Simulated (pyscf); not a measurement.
Hydrogen abstraction: GeH₄ + H• → GeH₃• + H₂

Gas phase, doublet surface, charge 0. Bonds broken: Ge1–H2. Bonds formed: H2–H6. Structures and frequencies: ωB97X-D3(BJ)/def2-SVP in PySCF.

Transition state (Å):

```xyz
6

Ge    -1.2433    -0.4774    -0.0502
H     -0.6021     0.9767    -0.0632
H     -0.3052    -1.4429    -0.7884
H     -2.6060    -0.4278    -0.7558
H     -1.4226    -0.9305     1.4057
H     -0.0543     2.2187    -0.0744
```

One imaginary mode, 752i cm⁻¹; descent along it reached the two sides named.

| bond | change | reactant side (Å) | saddle | product side |
|---|---|---|---|---|
| Ge1–H2 | breaks | 1.535 | 1.589 | 3.5 |
| H2–H6 | forms | 3.5 | 1.358 | 0.761 |

Electronic energies relative to the separated reactants (kcal/mol):

```tsv
level	barrier	reaction energy	reverse barrier
ωB97X-D3(BJ)/def2-TZVP	3.2	-16.8	20.0
PBE/def2-TZVP	-0.5	-18.6	18.2
r²SCAN/def2-TZVP	-1.9	-20.5	18.5
B3LYP-D3(BJ)/def2-TZVP	-0.9	-21.0	20.1
PBE0-D3(BJ)/def2-TZVP	0.8	-17.6	18.4
M06-2X/def2-TZVP	3.5	-22.8	26.3
ωB97M-D3(BJ)/def2-TZVP	3.2	-19.3	22.5
HF/def2-TZVP	9.1	-14.1	23.2
```

With ωB97M-D3(BJ)/def2-TZVP energies and thermal terms (ideal gas, 1 atm, RRHO with modes under 100 cm⁻¹ raised to 100, one conformer, R ln 2 for chiral ones without a mode under 150 cm⁻¹), in kcal/mol:

| T (K) | ΔH‡ | ΔG‡ | ΔH | ΔG |
|---|---|---|---|---|
| 298 | 2.0 | 7.3 | -18.5 | -20.5 |
| 600 | 1.7 | 12.9 | -18.5 | -22.7 |
| 900 | 1.6 | 18.5 | -18.9 | -24.7 |
| 1200 | 1.4 | 24.2 | -19.6 | -26.5 |

At PBE, r²SCAN, B3LYP-D3(BJ) this geometry lies under the reactants; that is no barrier but a single point on another level's saddle; such a level's own saddle, if it has one, lies nearer that side and is low. One saddle was located; it need not be the lowest between these sides. The angle at the transferred H is 180°. Elements up to Kr have no core potential and no relativistic terms here.
